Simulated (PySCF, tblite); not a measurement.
# C5H11O−: a rotation path, then NMR shifts on frames, part 2 of 2

tblite 0.8.0 and PySCF 2.14.0. Atoms count from 0.

## 5. NMR shieldings: image 4, PBE0/pcSseg-1

The job: settings as JSON, then the geometry in Å.

```
{"job": {"kind": "nmr", "xc": "PBE0", "basis": "pcSseg-1", "pop": false}, "charge": -1, "multiplicity": 1}
C     -0.691400    -1.212300    -0.630900
C     -0.001000     0.002900    -0.011600
C     -0.773600     1.261300    -0.395700
C      1.415200     0.097400    -0.581100
C      0.027600    -0.109600     1.611400
O     -0.589500     0.820000     2.265600
H     -0.730200    -1.129100    -1.723000
H     -0.158500    -2.129800    -0.376900
H     -1.708600    -1.295400    -0.255300
H     -0.390500     2.101700     0.177500
H     -0.691400     1.470000    -1.466800
H     -1.821200     1.143100    -0.131500
H      1.956900     0.917800    -0.115200
H      1.391400     0.270400    -1.663000
H      1.968000    -0.825100    -0.396700
H     -0.358800    -1.173600     1.820800
H      1.148900    -0.197600     1.862400
```

With the program's defaults for keys left out, this is: GIAO PBE0/pcSseg-1 NMR shielding, non-relativistic, gas phase.

The program printed:

```text
coarse grid: 13336 points
cycle   1  E = -271.7092668102  dE =  5.292e-01  |g| = 1.018e+00  |ddm| = 3.381e+00
cycle   2  E = -267.2487766781  dE =  4.460e+00  |g| = 3.152e+00  |ddm| = 1.896e+01
cycle   3  E = -271.8519175951  dE = -4.603e+00  |g| = 5.743e-01  |ddm| = 1.894e+01
cycle   4  E = -271.9312447551  dE = -7.933e-02  |g| = 2.324e-01  |ddm| = 9.396e-01
cycle   5  E = -271.9454209433  dE = -1.418e-02  |g| = 6.280e-02  |ddm| = 4.400e-01
cycle   6  E = -271.9460826718  dE = -6.617e-04  |g| = 3.206e-02  |ddm| = 1.056e-01
cycle   7  E = -271.9463069335  dE = -2.243e-04  |g| = 5.071e-03  |ddm| = 3.495e-02
cycle   8  E = -271.9463126990  dE = -5.765e-06  |g| = 2.061e-03  |ddm| = 6.771e-03
final grid: 126344 points
cycle   9  E = -271.9957311640  dE = -4.551e-05  |g| = 1.296e-02  |ddm| = 3.985e-02
cycle  10  E = -271.9956816452  dE =  4.952e-05  |g| = 2.044e-02  |ddm| = 3.741e-02
cycle  11  E = -271.9957661444  dE = -8.450e-05  |g| = 2.412e-03  |ddm| = 2.694e-02
cycle  12  E = -271.9957673641  dE = -1.220e-06  |g| = 2.390e-04  |ddm| = 3.784e-03
cycle  13  E = -271.9957673749  dE = -1.081e-08  |g| = 1.237e-04  |ddm| = 4.917e-04
cycle  14  E = -271.9957673783  dE = -3.389e-09  |g| = 2.689e-05  |ddm| = 1.739e-04
cycle  15  E = -271.9957673784  dE = -1.697e-10  |g| = 2.328e-06  |ddm| = 4.189e-05
converged SCF energy = -271.9957673784

GIAO shielding tensors (ppm)
atom      isotropic    diamagn.    paramagn.     s11        s22        s33       span
  0 C      151.672     247.746     -96.074    132.433    141.077    181.506     49.073
  1 C      152.163     246.726     -94.563    137.490    158.932    160.068     22.579
  2 C      156.932     247.171     -90.239    139.653    151.212    179.931     40.278
  3 C      152.474     247.592     -95.119    128.142    147.716    181.562     53.420
  4 C       87.943     232.155    -144.212     57.274     69.931    136.623     79.350
  5 O      207.191     398.477    -191.287      7.140    248.476    365.955    358.815
  6 H       31.099      31.693      -0.594     27.436     29.453     36.409      8.973
  7 H       31.254      31.854      -0.600     28.086     28.909     36.768      8.682
  8 H       30.841      31.746      -0.906     27.178     28.316     37.028      9.850
  9 H       29.894      31.398      -1.504     25.974     28.047     35.661      9.686
 10 H       32.276      32.135       0.141     29.769     30.663     36.396      6.627
 11 H       30.913      31.739      -0.826     27.452     28.048     37.237      9.785
 12 H       30.794      31.590      -0.796     27.190     28.229     36.963      9.773
 13 H       31.295      31.772      -0.477     27.596     29.584     36.704      9.108
 14 H       31.322      31.801      -0.478     28.039     29.044     36.884      8.845
 15 H       25.305      28.294      -2.988     20.407     26.793     28.717      8.310
 16 H       25.295      28.249      -2.955     20.139     26.674     29.070      8.931
```

It took 19 s on 1 thread of Arm Neoverse V1, shared host; peak memory 0.76 GiB.

In short: δ C4 99.0, C0 35.3, C1 34.8, C3 34.5, H16 6.42, H15 6.41 ppm.

## 6. Nuclear shieldings: image 6, PBE0/pcSseg-1

The job: settings as JSON, then the geometry in Å.

```
{"job": {"kind": "nmr", "xc": "PBE0", "basis": "pcSseg-1", "pop": false}, "charge": -1, "multiplicity": 1}
C     -0.745700    -1.177700    -0.622600
C      0.007000     0.004400    -0.014700
C     -0.715300     1.295500    -0.388900
C      1.425800     0.031600    -0.581900
C      0.005600    -0.124100     1.591500
O     -1.004600     0.402300     2.205100
H     -0.815100    -1.089800    -1.712400
H     -0.240400    -2.114800    -0.384500
H     -1.748500    -1.217900    -0.206500
H     -0.265100     2.138700     0.130400
H     -0.684200     1.475000    -1.468200
H     -1.748100     1.224100    -0.059200
H      2.004700     0.836800    -0.131900
H      1.406000     0.188900    -1.665600
H      1.940300    -0.909200    -0.382500
H      0.139400    -1.255400     1.776200
H      1.031100     0.303600     1.905800
```

Level: GIAO PBE0/pcSseg-1 NMR shielding, non-relativistic, gas phase.

The program printed:

```text
coarse grid: 13336 points
cycle   1  E = -271.7150097496  dE =  5.344e-01  |g| = 1.018e+00  |ddm| = 3.394e+00
cycle   2  E = -267.3850000966  dE =  4.330e+00  |g| = 3.157e+00  |ddm| = 1.849e+01
cycle   3  E = -271.8623179782  dE = -4.477e+00  |g| = 5.595e-01  |ddm| = 1.847e+01
cycle   4  E = -271.9378645560  dE = -7.555e-02  |g| = 2.268e-01  |ddm| = 9.934e-01
cycle   5  E = -271.9513186674  dE = -1.345e-02  |g| = 5.942e-02  |ddm| = 4.337e-01
cycle   6  E = -271.9519040489  dE = -5.854e-04  |g| = 3.066e-02  |ddm| = 9.793e-02
cycle   7  E = -271.9521084458  dE = -2.044e-04  |g| = 4.745e-03  |ddm| = 3.562e-02
cycle   8  E = -271.9521135285  dE = -5.083e-06  |g| = 1.887e-03  |ddm| = 6.629e-03
final grid: 126344 points
cycle   9  E = -272.0011214074  dE = -4.288e-05  |g| = 1.286e-02  |ddm| = 3.751e-02
cycle  10  E = -272.0010701062  dE =  5.130e-05  |g| = 2.062e-02  |ddm| = 4.130e-02
cycle  11  E = -272.0011557311  dE = -8.562e-05  |g| = 2.316e-03  |ddm| = 2.994e-02
cycle  12  E = -272.0011568641  dE = -1.133e-06  |g| = 2.307e-04  |ddm| = 3.817e-03
cycle  13  E = -272.0011568740  dE = -9.897e-09  |g| = 1.238e-04  |ddm| = 4.785e-04
cycle  14  E = -272.0011568775  dE = -3.409e-09  |g| = 2.507e-05  |ddm| = 1.745e-04
cycle  15  E = -272.0011568776  dE = -1.517e-10  |g| = 2.181e-06  |ddm| = 4.284e-05
converged SCF energy = -272.0011568776

GIAO shielding tensors (ppm)
atom      isotropic    diamagn.    paramagn.     s11        s22        s33       span
  0 C      153.559     248.019     -94.460    125.645    148.754    186.279     60.634
  1 C      150.692     245.822     -95.130    138.557    155.067    158.452     19.895
  2 C      156.093     247.395     -91.302    140.359    150.244    177.677     37.318
  3 C      155.963     247.968     -92.004    132.940    147.718    187.232     54.292
  4 C       86.196     232.871    -146.675     55.145     67.977    135.467     80.322
  5 O      212.338     399.394    -187.056     40.974    260.319    335.720    294.747
  6 H       31.446      31.865      -0.419     27.820     30.005     36.512      8.692
  7 H       31.172      32.031      -0.859     27.886     28.417     37.214      9.327
  8 H       29.994      31.445      -1.451     26.277     28.235     35.470      9.193
  9 H       30.942      31.516      -0.574     27.532     27.794     37.500      9.968
 10 H       32.301      32.090       0.210     29.657     30.618     36.627      6.971
 11 H       30.082      31.576      -1.494     26.228     28.448     35.570      9.343
 12 H       30.935      31.575      -0.640     27.478     28.437     36.890      9.412
 13 H       31.326      31.832      -0.505     27.896     29.186     36.898      9.002
 14 H       31.311      31.635      -0.324     27.871     28.994     37.068      9.198
 15 H       25.305      28.355      -3.049     21.105     26.140     28.671      7.565
 16 H       25.416      28.398      -2.982     19.718     26.982     29.547      9.829
```

Run time: 19 s. Hardware: 1 thread of Arm Neoverse V1, shared host; peak memory 0.76 GiB.

Key values: δ C4 100.7, C1 36.2, C0 33.4, C3 31.0, H15 6.41, H16 6.30 ppm.

## 7. Shielding tensors: image 8, PBE0/pcSseg-1

The job: settings as JSON, then the geometry in Å.

```
{"job": {"kind": "nmr", "xc": "PBE0", "basis": "pcSseg-1", "pop": false}, "charge": -1, "multiplicity": 1}
C     -0.792100    -1.143100    -0.630200
C      0.019800     0.003100    -0.036700
C     -0.647000     1.328300    -0.389700
C      1.453800    -0.029000    -0.556300
C     -0.038600    -0.150800     1.550700
O     -1.233300    -0.156200     2.056600
H     -1.005100    -0.993200    -1.692900
H     -0.264300    -2.088900    -0.508200
H     -1.725500    -1.197800    -0.072300
H     -0.023200     2.165200    -0.075700
H     -0.842600     1.419500    -1.462600
H     -1.585700     1.376500     0.159300
H      2.036500     0.779900    -0.114700
H      1.482600     0.079700    -1.644900
H      1.932700    -0.972200    -0.292400
H      0.579200    -1.102600     1.761800
H      0.645700     0.693500     1.938400
```

With the program's defaults for keys left out, this is: GIAO PBE0/pcSseg-1 NMR shielding, non-relativistic, gas phase.

The program printed:

```text
coarse grid: 13336 points
cycle   1  E = -271.7243223349  dE =  5.436e-01  |g| = 1.013e+00  |ddm| = 3.399e+00
cycle   2  E = -267.6290299247  dE =  4.095e+00  |g| = 3.182e+00  |ddm| = 1.813e+01
cycle   3  E = -271.8799058008  dE = -4.251e+00  |g| = 5.277e-01  |ddm| = 1.809e+01
cycle   4  E = -271.9474353958  dE = -6.753e-02  |g| = 2.169e-01  |ddm| = 1.029e+00
cycle   5  E = -271.9595217620  dE = -1.209e-02  |g| = 5.454e-02  |ddm| = 3.716e-01
cycle   6  E = -271.9600196765  dE = -4.979e-04  |g| = 2.805e-02  |ddm| = 8.253e-02
cycle   7  E = -271.9601896906  dE = -1.700e-04  |g| = 4.159e-03  |ddm| = 3.374e-02
cycle   8  E = -271.9601936313  dE = -3.941e-06  |g| = 1.579e-03  |ddm| = 6.173e-03
final grid: 126344 points
cycle   9  E = -272.0088344479  dE = -5.148e-05  |g| = 1.190e-02  |ddm| = 4.840e-02
cycle  10  E = -272.0087938625  dE =  4.059e-05  |g| = 1.855e-02  |ddm| = 3.640e-02
cycle  11  E = -272.0088641832  dE = -7.032e-05  |g| = 2.314e-03  |ddm| = 2.723e-02
cycle  12  E = -272.0088652881  dE = -1.105e-06  |g| = 2.499e-04  |ddm| = 4.138e-03
cycle  13  E = -272.0088652998  dE = -1.164e-08  |g| = 1.279e-04  |ddm| = 5.116e-04
cycle  14  E = -272.0088653034  dE = -3.618e-09  |g| = 2.484e-05  |ddm| = 1.871e-04
cycle  15  E = -272.0088653035  dE = -1.456e-10  |g| = 2.126e-06  |ddm| = 4.208e-05
converged SCF energy = -272.0088653035

GIAO shielding tensors (ppm)
atom      isotropic    diamagn.    paramagn.     s11        s22        s33       span
  0 C      157.426     248.222     -90.796    131.251    154.931    186.095     54.844
  1 C      149.706     244.998     -95.292    143.020    148.343    157.754     14.734
  2 C      157.127     248.197     -91.070    130.113    154.946    186.322     56.209
  3 C      158.695     247.916     -89.222    136.405    147.257    192.422     56.017
  4 C       89.048     234.614    -145.566     58.550     67.936    140.657     82.107
  5 O      219.420     399.785    -180.365     85.413    263.633    309.214    223.801
  6 H       32.217      32.051       0.166     28.216     31.171     37.263      9.047
  7 H       31.733      31.982      -0.249     27.907     28.718     38.574     10.667
  8 H       28.996      30.970      -1.974     24.608     28.766     33.615      9.008
  9 H       31.689      31.975      -0.286     27.929     28.646     38.491     10.562
 10 H       32.172      32.037       0.135     28.189     31.078     37.249      9.060
 11 H       29.108      30.973      -1.865     24.761     28.791     33.773      9.013
 12 H       31.146      31.537      -0.390     27.666     28.610     37.163      9.498
 13 H       31.119      31.646      -0.527     27.859     28.570     36.928      9.068
 14 H       31.127      31.548      -0.421     27.633     28.589     37.158      9.525
 15 H       25.994      28.721      -2.727     21.128     26.568     30.286      9.158
 16 H       25.985      28.719      -2.734     21.254     26.504     30.197      8.943
```

It took 19 s on 1 thread of Arm Neoverse V1, shared host; peak memory 0.76 GiB.

In short: δ C4 97.9, C1 37.2, C2 29.8, C0 29.5, H16 5.73, H15 5.72 ppm.

## 8. Side by side: NMR shifts

Shifts (ppm) of some atoms, chosen among heavy atoms and hydrogens apart, with basis size and wall time:

```tsv
frame	C4	C1	C3	C0	H9	H11	O5	functions	time
image 0	97.9	37.2	29.6	28.2	2.68	0.00	116.8	157	19 s
image 2	97.4	35.9	32.8	31.7	2.71	0.04	119.7	157	19 s
image 4	99.0	34.8	34.5	35.3	1.82	0.80	128.9	157	19 s
image 6	100.7	36.2	31.0	33.4	0.78	1.64	123.7	157	19 s
image 8	97.9	37.2	28.2	29.5	0.03	2.61	116.7	157	19 s
```

## 9. Results

This closing draws on all 2 parts.

| quantity | value |
| --- | --- |
| barrier | 0.191 eV (4.4 kcal/mol) at image 4 |
| end to end (GFN2-xTB) | 0.000 eV |
| 13C shifts against TMS (PBE0/pcSseg-1, image 0) | 97.9, 37.2, 29.6, 29.6, 28.2 ppm |
| 1H shifts against TMS (PBE0/pcSseg-1, image 0) | 5.72, 5.72, 2.68, 2.68, 0.60, 0.58, 0.58, 0.01, 0.00, -0.48, -0.48 ppm |
| 17O shifts against H2O (PBE0/pcSseg-1, image 0) | 116.8 ppm |
| range of the shift of O5 | 116.7 to 128.9 ppm |

In words: Along the band the dihedral turns by 123°, and the top (dihedral 121°) lies 4.4 kcal/mol above the start (GFN2-xTB, rough), so at room temperature this motion is fast. The top was not checked by a frequency run. Shifts at one fixed geometry are not the observed spectrum, which averages over the motion. In the first frame run (image 0): The largest span, 224 ppm, is at O5, where the paramagnetic term is -181 ppm. In ppm, O5 moves most: its shift spreads over 12.2 ppm, from 116.7 (image 8) to 128.9 (image 4). At PBE0/pcSseg-1 the HOMO lies above zero (+0.53 eV), as often for anions in the gas phase: self-interaction error lifts it, or the electron is held by the finite basis alone; counter-ions and solvent are missing.
